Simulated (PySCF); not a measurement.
```xyz
6
charge 0 multiplicity 2, angstrom
S     0.0000    0.0000   -0.2103
F     0.0000    0.0000    1.3603
F     1.6199    0.0000   -0.2514
F     0.0000    1.6199   -0.2514
F    -1.6199    0.0000   -0.2514
F     0.0000   -1.6199   -0.2514
```

All numbers come from PySCF, UPBE0, basis S def2-SVP, F def2-SVP (no relativity, density fitting).

This geometry of SF5 is a stationary point at this level.

(1) What is the point group?

(2) Is it a minimum?

(3) List the harmonic modes with their infrared intensities.

(4) What is the atomisation energy, with and without zero-point energy?

## Answers

(1) C4v.

(2) Yes: all harmonic wavenumbers are real.

(3) 
| symmetry | ω (cm⁻¹) | IR (km/mol, summed over degenerate members) |
| --- | --- | --- |
| b1 | 235 | 0.0 |
| e | 348 | 0.4 |
| b2 | 446 | 0.0 |
| e | 507 | 13.5 |
| a1 | 538 | 36.4 |
| b1 | 624 | 0.0 |
| a1 | 659 | 8.1 |
| e | 901 | 913 |
| a1 | 921 | 163 |

(4) 1432 kJ/mol without, 1391 kJ/mol with.

Only a few start shapes were tried, so a lower isomer may exist.
